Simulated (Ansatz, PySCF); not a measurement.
Molecule: C₃H₆O, charge 0, multiplicity 1. SMILES: C=CCO
Geometry: optimised at B3LYP-D3(BJ)/def2-TZVP (Ansatz, a program for electronic structure).

BP86/def2-SVP beside other levels, property by property. Terms: frozen cores in correlated levels; dispersion terms only where a functional's name holds one; 6-31G* and kin with 6d, 5d where marked; atomisation electronic, to ground-state atoms; open shells spin-unrestricted; non-relativistic; spin-orbit terms left out; LANL2DZ all-electron up to Ne. Basis-set limits of correlation are two-point, X^-3; Hartree-Fock from the larger set. The bracket is a focal-point correction in the basis named. Ab initio and DFT rows: single points at B3LYP-D3(BJ) geometries (Ansatz), with unscaled harmonic terms from B3LYP/6-31G* (Ansatz) at its own minima, enthalpies of formation by atomisation with measured atoms.

Measured values: Active Thermochemical Tables 1.112 (ions: stationary electron), as tabulated in the package chemicals; CRC Handbook, as tabulated in the package chemicals; G2/97 table in ASE (Curtiss et al.); CRC Handbook, as tabulated in the package chemicals; NIST CCCBDB, as tabulated in the package chemicals; they hold spin-orbit and core effects, anharmonicity and other conformers. Coupled cluster (Ansatz) is a level with limits of its own, used here on species with T1 under 0.025 (0.045 for open shells) and stable references: RI-MP2/CBS(aug-cc-pVTZ,aug-cc-pVQZ)+[CCSD(T)-MP2]/aug-cc-pVTZ.

| property | BP86/def2-SVP (PySCF) | B3LYP/STO-3G (Ansatz) | B3LYP/LANL2DZ (Ansatz) | M06-2X/6-31G* (5d) (PySCF) | to compare with |
|---|---|---|---|---|---|
| C-C bond dissociation enthalpy at 298 K, to [CH]=C (C2H3) + [CH2]O (CH3O) (kcal/mol) | 93.0 | 107.4 | 91.9 | 100.8 | 97.5 measured |
| atomisation energy (kcal/mol) | 988.4 | 1076.6 | 914.1 | 952.8 | 957.4 coupled cluster |
| size of the dipole moment (D) | 1.38 | 1.22 | 2.02 | 1.68 | 1.60 measured |
| enthalpy of formation at 298 K (kcal/mol) | -60.2 | -148.5 | 14.1 | -24.7 | -29.8 measured |

As the rows show:
- C-C bond dissociation enthalpy at 298 K, to [CH]=C (C2H3) + [CH2]O (CH3O): BP86/def2-SVP lies 4.5 kcal/mol below the measured value.
- atomisation energy: BP86/def2-SVP lies 31.0 kcal/mol above coupled cluster.
- size of the dipole moment: BP86/def2-SVP lies 0.22 D below the measured value.
- enthalpy of formation at 298 K: BP86/def2-SVP lies 30.4 kcal/mol below the measured value.

The properties are those with a value to compare with, at most eight drawn at random. No case is left out for the size of its miss. Left out are saddle points of the reference geometry, anions that the best level run finds unbound, excited spin states, species near biochemistry, 298 K rows of species without real B3LYP wavenumbers, cases with under five habitual levels, runs that failed or that the program found above a lower state of the same kind, table entries that another table contradicts, and a share of species set aside by lot.
